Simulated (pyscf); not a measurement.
Optimised with ωB97X-D3(BJ)/def2-SVP in PySCF.

**Question.** cyclic H₆O₃Si₃ (SMILES O1[SiH2]O[SiH2]O[SiH2]1) + F–C:–F [singlet] -> cyclic H₅FO₃Si₃ (SMILES F[SiH]1O[SiH2]O[SiH2]O1) + :HC–F [singlet]
Surface: singlet. Broken: H–Si, C–F. Formed: F–Si, C–H. Give ΔE‡ and ΔE from ωB97M-D3(BJ)/def2-TZVP, relative to the separated reactants.

**Answer.** ΔE‡ = 1.10 eV, ΔE = -0.80 eV. Zero-point energy shifts the barrier by +0.07 eV. It is a four-centre exchange, with an imaginary mode of 225i cm⁻¹. This is the saddle that the search found; another between the same sides may lie lower. A restricted singlet here is unstable towards spin polarisation, as is usual where a triplet lies low; its energy is less safe.
